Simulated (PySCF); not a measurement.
Stretching CO

Set-up: C def2-TZVPPD, O def2-TZVPPD; no relativity (PySCF 2.14). Energies in eV from C + O in their ground configurations at the same level. All curves are PBE0. state 1: ¹Σ⁺ (singlet), closed shell; state 2: ³Π (triplet), unpaired electrons σ ↑, π ↑, a second solution, started from another occupation.

```csv
R (Å),state 1,state 2
0.968,-8.813,-1.478
1.012,-10.048,-3.134
1.058,-10.743,-4.230
1.091,-10.994,-4.768
1.125,-11.064,-5.109
1.159,-10.992,-5.295
1.204,-10.724,-5.353
1.260,-10.196,-5.200
1.327,-9.380,-4.801
1.417,-8.139,-4.081
```

Problem. Put a parabola through the three lowest points of the state 1 curve and estimate Re, k and ωe (reduced mass 6.856 u; 1 eV/Å² = 0.16022 mdyn/Å; ωe = 1302.8·√(k/μ) cm⁻¹).

Solution. Through R = 1.091, 1.125, 1.159 Å the second-order coefficient is 61.4 eV/Å², so Re ≈ 1.125 Å, k ≈ 19.7 mdyn/Å and ωe ≈ 2207 cm⁻¹. A polynomial fit of higher order to the unrounded PBE0 energies gives Re = 1.123 Å, k = 20.2 mdyn/Å, ωe = 2238 cm⁻¹; anharmonicity and rounding make the difference.

The higher-order fit for each curve: state 1: Re = 1.123 Å, ωe = 2238 cm⁻¹, De = 11.06 eV; state 2: Re = 1.195 Å, ωe = 1843 cm⁻¹, minimum 5.36 eV below the ground-state fragments.

Counting both spins, an empty level lies below a filled one in some of these solutions, because spin and occupation are held.
